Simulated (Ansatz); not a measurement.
How far each method lies from full CI for SbH⁺, doublet

Geometry: that of the SbH, singlet, kept fixed.

```xyz
2

Sb    0.0000    0.0000    0.0000
H     0.0000    0.0000    1.7130
```

Basis def2-SVP with its core potentials; Ansatz 0.2.0. Correlated methods freeze the noble-gas cores and the filled d shells of p-block atoms, which leaves 5 electrons in 22 orbitals. R marks a restricted (for open shells ROHF) determinant, U an unrestricted one. Active spaces: valence = (5e, 5o) chosen from the atoms' valence shells. No spin–orbit coupling is included; scalar relativity enters through the core potentials alone.

Full CI is exact within this basis and frozen core; it isn't the basis-set limit. The frozen core follows each run's orbitals, which can shift R against U totals by a few meV for light atoms and by up to 0.1 eV past Ca.

For open shells CISD and CISDTQ are restricted-active-space CI with the open shells as a complete middle space.

- UHF ⟨S²⟩: 0.761
- T1 diagnostic (RCCSD): 0.0194
- largest doubles amplitude (RCCSD): 0.097

```json
{"level": "RMP2", "E − E(RHF) (eV)": "-1.6134"}
{"level": "RCCSD", "E − E(RHF) (eV)": "-2.1574"}
{"level": "RCCSD(T)", "E − E(RHF) (eV)": "-2.1926"}
```

Task: Estimate how far full CI in def2-SVP lies from RCCSD(T). The table doesn't fix it; the size of (T) and the diagnostics are the guide.

Result: Full CI in def2-SVP lies 0.41 mEh below RCCSD(T), which is 32 % of the (T) step (-1.29 mEh). The diagnostics give no warning, yet the rest is a sizeable part of (T).

The other levels:

| level | E − E(full CI) (mEh) | share of correlation (%) | wall time |
| --- | --- | --- | --- |
| CISD | 3.62 | 95.53 | 1.3 s |
| BCCD(T) | 0.41 | 99.49 | 1.8 s |
| RCCSDT | 0.02 | 99.97 | – |
| CISDTQ | 0.02 | 99.97 | 3.1 s |
| RCCSDT(Q) | -0.01 | 100.01 | 6 s |
| RCCSDTQ | -0.02 | 100.02 | 20 s |
| CASSCF (valence space) | 47.83 | 40.94 | – |
| NEVPT2 (valence space) | 12.87 | 84.11 | 1.9 s |
| MRCISD (valence space) | 1.32 | 98.37 | – |
| MRCISD+Q (valence space) | -0.25 | 100.31 | 2.4 s |
| MRCISD+Q(relaxed) (valence space) | -0.80 | 100.99 | 2.7 s |

The correlation energy at full CI, counted from RHF, is -2.204 eV. That run took 4.8 s on 1 thread of Intel Xeon, shared host over 88,890 determinants.

Run but not shown, since their state or frozen core can't be matched to the reference's or they repeat it: UHF, UMP2, UCCSD, UCCSD(T), UCCSDT, UCCSDT(Q), UCCSDTQ.

Times hold each run's SCF and search for its determinant on a shared host, so for small cases they say little of a method's own cost; they ran on 1 thread of Intel Xeon.

More than 5 meV below full CI, which no variational method can be: MRCISD+Q (valence space), MRCISD+Q(relaxed) (valence space).

The full-CI state has the irrep B1 of C2v, in the program's axes (one component, if the state is degenerate).

Natural occupations of full CI about the gap: 1.956 1.923 0.990 0.044 0.041 0.009 0.009 0.007 0.007 0.004; effectively unpaired electrons, Σ n²(2−n)², 1.04.
